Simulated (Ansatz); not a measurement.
# Pt (model structure, started from the beta-Sn type, I4₁/amd, No. 141, 2 atoms in the cell): properties by level of theory

| level (code) | equilibrium lattice constant a (Å) | c axis length (Å) |
|---|---|---|
| PBEsol (Ansatz) | 4.968 | 2.669 |
| PBE-D3(BJ) (Ansatz) | 4.987 | 2.678 |
| r²SCAN (Ansatz) | 5.004 | 2.683 |

Ansatz's density-functional and Hartree–Fock values are scalar-relativistic unless marked +SOC, with PAW data made under PBE.

The crystal itself was run without spin with PBEsol, PBE-D3(BJ), r²SCAN; a magnetic state was not tried in these runs.

Computed values are for the static lattice.

A model structure was made by putting elements into a prototype or built by hand; it is no filed structure, need not be a known phase, and can be a saddle point held by its symmetry.

Ansatz is a first-principles code.
